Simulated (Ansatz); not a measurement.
A made-up structure of Al2NH5, singlet:

| atom | x (Å) | y (Å) | z (Å) |
| --- | --- | --- | --- |
| N1 | -1.0895 | 0.6781 | -0.7731 |
| Al2 | 0.2918 | 0.8526 | 0.1720 |
| Al3 | 0.8367 | -1.2247 | 0.6167 |
| H4 | -1.6633 | -0.1610 | -1.1445 |
| H5 | -1.4149 | 1.3994 | -1.0179 |
| H6 | 1.0391 | 2.2835 | 0.6411 |
| H7 | 2.0091 | -1.2438 | 1.4918 |
| H8 | -0.0089 | -2.5840 | 0.0139 |

It is relaxed with PBE-D4/def2-SVP and then PBE0-D4/def2-TZVP (Ansatz 0.2.0). Atoms count as bonded within 1.22 times the sum of their covalent radii (H–H: 0.88 Å). The end point is not checked to be a true minimum.

Problem. Does its bonding change? (A judgement: the text doesn't fix the answer.)

Solution. By the calculation: No: no bond forms or breaks.

Where it ends: The first stage lowers the energy by 3.05 eV in 8 steps. It ends as Al₂NH₅ ([NH2][AlH][AlH2]):
N1  (-1.264, 0.943, -0.881)
Al2  (0.215, 0.872, 0.095)
Al3  (1.055, -1.490, 0.771)
H4  (-1.786, 0.139, -1.193)
H5  (-1.705, 1.790, -1.206)
H6  (0.855, 2.288, 0.447)
H7  (2.261, -1.735, 1.786)
H8  (0.368, -2.806, 0.180)
(Å)

Labels in which every atom is bracketed show which atoms are joined, not bond orders.

For scale, one of the runs: PBE0-D4/def2-TZVP relaxation, 135 basis functions, launched by `ansatz run in.yaml --threads 2 --pin off --events-out ev --progress --plain --max-ram 4352MiB`. Hardware: 2 CPU threads of an Arm Neoverse V2, shared host. Wall time about 18 s.
